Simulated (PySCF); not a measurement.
Gas-phase reaction: 2 CCl + Cl2 = C2Cl4

Method: PySCF energies (xtb for GFN2) plus ideal-gas RRHO corrections (1 bar). 'Table' is the NASA 1993 thermochemical table (part measured, part estimated). After a fit of one offset per element over all species, the range-separated, M06-2X, PBE0/def2-QZVP and CCSD(T)/def2-TZVPP enthalpies, where run, lie to one side of the table for CCl (-67 kJ/mol): a fault of the table's entry, another state or a shared error of the levels is possible; this was not checked at source. † marks an energy on the PBE0/def2-TZVP geometry and frequencies; other levels use their own. MP2 freezes the core. 6-31G* has spherical d functions here. Open shells (unrestricted): CCl (multiplicity 2, electronic degeneracy 4); the rest are closed-shell singlets. GFN2 has no spin-polarisation term. Spin-orbit splitting is ignored; it lowers the true energy and changes the entropy of CCl. B3LYP is the form with VWN-RPA correlation. For this reaction the table lies outside the span of B3LYP, CCSD(T), M06-2X, MP2, PBE0, r2SCAN, ωB97M-V, ωB97X-V in their largest bases here; which side is off was not settled. MP2 isn't extrapolated to the basis-set limit; its ΔH°(298 K) is -980.5 kJ in def2-SVP and -963.3 kJ in def2-TZVPP. The harmonic model lacks anharmonicity and excited electronic states, which grow with temperature; levels with a mode under 35 cm⁻¹ are left out. Soft modes under 120 cm⁻¹ make the harmonic entropy rough for C2Cl4. The table's entry may be an old estimate for CCl, C2Cl4 (not checked at source).

```
level             ΔH°(298 K), kJ  minus table  ΔG°(1000 K), kJ
----------------  --------------  -----------  ---------------
table                    -1016.3            -           -687.6
B3LYP/6-31G*              -869.5        146.8           -539.1
B3LYP/def2-TZVP†          -830.5        185.8           -501.0
GFN2-xTB                  -986.6         29.7           -669.9
MP2/def2-TZVPP†           -963.3         53.0           -633.8
PBE0/def2-TZVP            -896.1        120.2           -566.6
LDA/def2-TZVP†           -1050.7        -34.4           -721.2
```
